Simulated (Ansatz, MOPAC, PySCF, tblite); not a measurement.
Energy landscape of CH₂, triplet: symmetric bend, bond length relaxed. Scanned: H-C-H angle. Other coordinates (C-H bond length) were minimised at PBE0/def2-TZVP.

Levels: GFN2-xTB, 300 K electronic temperature (tblite); UHF/3-21G = unrestricted Hartree-Fock/3-21G in PySCF; AM1, unrestricted, heats of formation (MOPAC); FCI/def2-TZVP = full CI/def2-TZVP, frozen core in Ansatz (an electronic-structure program).

Energies relative to the lowest point of each profile, in kcal/mol; the last columns give the difference from FCI:

```json
[
 {"a / °": "170.69", "GFN2-xTB": "3.1", "UHF/3-21G": "6.6", "AM1": "0.6", "FCI/def2-TZVP": "5.1", "GFN2-xTB − FCI/def2-TZVP": "-2.1", "UHF/3-21G − FCI/def2-TZVP": "1.4", "AM1 − FCI/def2-TZVP": "-4.6"},
 {"a / °": "163.67", "GFN2-xTB": "2.5", "UHF/3-21G": "5.5", "AM1": "0.3", "FCI/def2-TZVP": "4.1", "GFN2-xTB − FCI/def2-TZVP": "-1.7", "UHF/3-21G − FCI/def2-TZVP": "1.3", "AM1 − FCI/def2-TZVP": "-3.8"},
 {"a / °": "155.26", "GFN2-xTB": "1.5", "UHF/3-21G": "3.6", "AM1": "0.0", "FCI/def2-TZVP": "2.6", "GFN2-xTB − FCI/def2-TZVP": "-1.0", "UHF/3-21G − FCI/def2-TZVP": "1.1", "AM1 − FCI/def2-TZVP": "-2.6"},
 {"a / °": "146.64", "GFN2-xTB": "0.6", "UHF/3-21G": "1.7", "AM1": "0.1", "FCI/def2-TZVP": "1.0", "GFN2-xTB − FCI/def2-TZVP": "-0.4", "UHF/3-21G − FCI/def2-TZVP": "0.7", "AM1 − FCI/def2-TZVP": "-1.0"},
 {"a / °": "138.49", "GFN2-xTB": "0.0", "UHF/3-21G": "0.4", "AM1": "0.7", "FCI/def2-TZVP": "0.1", "GFN2-xTB − FCI/def2-TZVP": "-0.1", "UHF/3-21G − FCI/def2-TZVP": "0.4", "AM1 − FCI/def2-TZVP": "0.7"},
 {"a / °": "130.01", "GFN2-xTB": "0.0", "UHF/3-21G": "0.0", "AM1": "2.4", "FCI/def2-TZVP": "0.0", "GFN2-xTB − FCI/def2-TZVP": "0.0", "UHF/3-21G − FCI/def2-TZVP": "0.0", "AM1 − FCI/def2-TZVP": "2.4"},
 {"a / °": "123.31", "GFN2-xTB": "0.8", "UHF/3-21G": "0.6", "AM1": "4.5", "FCI/def2-TZVP": "0.8", "GFN2-xTB − FCI/def2-TZVP": "-0.1", "UHF/3-21G − FCI/def2-TZVP": "-0.2", "AM1 − FCI/def2-TZVP": "3.7"},
 {"a / °": "117.98", "GFN2-xTB": "1.8", "UHF/3-21G": "1.9", "AM1": "6.8", "FCI/def2-TZVP": "2.2", "GFN2-xTB − FCI/def2-TZVP": "-0.3", "UHF/3-21G − FCI/def2-TZVP": "-0.3", "AM1 − FCI/def2-TZVP": "4.6"},
 {"a / °": "108.16", "GFN2-xTB": "5.4", "UHF/3-21G": "6.3", "AM1": "12.6", "FCI/def2-TZVP": "6.5", "GFN2-xTB − FCI/def2-TZVP": "-1.1", "UHF/3-21G − FCI/def2-TZVP": "-0.2", "AM1 − FCI/def2-TZVP": "6.2"},
 {"a / °": "101.81", "GFN2-xTB": "8.9", "UHF/3-21G": "10.8", "AM1": "17.6", "FCI/def2-TZVP": "10.6", "GFN2-xTB − FCI/def2-TZVP": "-1.7", "UHF/3-21G − FCI/def2-TZVP": "0.1", "AM1 − FCI/def2-TZVP": "7.0"},
 {"a / °": "90.02", "GFN2-xTB": "18.6", "UHF/3-21G": "23.0", "AM1": "29.7", "FCI/def2-TZVP": "21.6", "GFN2-xTB − FCI/def2-TZVP": "-3.0", "UHF/3-21G − FCI/def2-TZVP": "1.4", "AM1 − FCI/def2-TZVP": "8.1"},
 {"a / °": "84.50", "GFN2-xTB": "24.9", "UHF/3-21G": "30.7", "AM1": "36.8", "FCI/def2-TZVP": "28.3", "GFN2-xTB − FCI/def2-TZVP": "-3.5", "UHF/3-21G − FCI/def2-TZVP": "2.4", "AM1 − FCI/def2-TZVP": "8.4"},
 {"a / °": "76.72", "GFN2-xTB": "35.8", "UHF/3-21G": "43.9", "AM1": "—", "FCI/def2-TZVP": "39.7", "GFN2-xTB − FCI/def2-TZVP": "-3.8", "UHF/3-21G − FCI/def2-TZVP": "4.2", "AM1 − FCI/def2-TZVP": "—"},
 {"a / °": "69.99", "GFN2-xTB": "47.6", "UHF/3-21G": "57.5", "AM1": "—", "FCI/def2-TZVP": "51.3", "GFN2-xTB − FCI/def2-TZVP": "-3.7", "UHF/3-21G − FCI/def2-TZVP": "6.2", "AM1 − FCI/def2-TZVP": "—"}
]
```

GFN2-xTB is furthest from FCI/def2-TZVP at 76.72 (-3.8 kcal/mol, below); its mean absolute difference over the points is 1.6 kcal/mol.

UHF/3-21G is furthest from FCI/def2-TZVP at 69.99 (6.2 kcal/mol, above); its mean absolute difference over the points is 1.4 kcal/mol.

AM1 is furthest from FCI/def2-TZVP at 84.50 (8.4 kcal/mol, above); its mean absolute difference over the points is 4.4 kcal/mol.

A dash means that the run gave no value there, or that the column was ended at a point which the program doubted or which failed a test of continuity chosen for this set; such a test can also cut sound points.

The scan ran from 180.0 to 60.0; beyond the range shown the relaxed coordinates jump or full CI changes its symmetry label.
